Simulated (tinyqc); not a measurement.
A ladder of methods, and size consistency: correlation methods against full CI in the sto-3g basis, for LiH, spin multiplicity 1. Computed by the program tinyqc with PySCF. Command: `OMP_NUM_THREADS=1 python tinyqc.py 115011 115012 out.jsonl`; one thread of a shared host (Intel(R) Xeon(R) Processor @ 2.60GHz), about 0.7 s.

Geometry (angstrom):
```
atom       x       y       z
Li    0.0000  0.0000  0.0000
H     0.0000  0.0000  1.4210
```

RHF energy of one = -7.861554 hartree

All electrons correlated; +Q is the Davidson correction (1 - c0^2) E_corr. The last columns treat two copies 100 angstrom apart as one system. FCI is the lowest singlet.

Correlation energies (hartree):
```
method   E_corr of one  share of FCI (%)  E_corr of two at 100 angstrom  two minus twice one (mhartree)
MP2           -0.01177            64.969                       -0.02354                           0.000
CISD          -0.01810            99.939                       -0.03550                           0.710
CISD+Q        -0.01848           102.013                       -0.03684                           0.115
CCSD          -0.01811            99.953                       -0.03621                       -3.96e-05
CCSD(T)       -0.01811            99.991                       -0.03622                       -3.96e-05
FCI           -0.01811           100.000                              -                               -
```

MP2 recovers 65 %, CISD 99.9 % and CCSD 100.0 % of the FCI value (c0^2 = 0.979 in CISD). MP2 and coupled cluster are size consistent, so their last column vanishes; CISD loses 0.71 mhartree, since a double excitation on each copy is a quadruple of the pair, and the Davidson correction leaves +0.12.
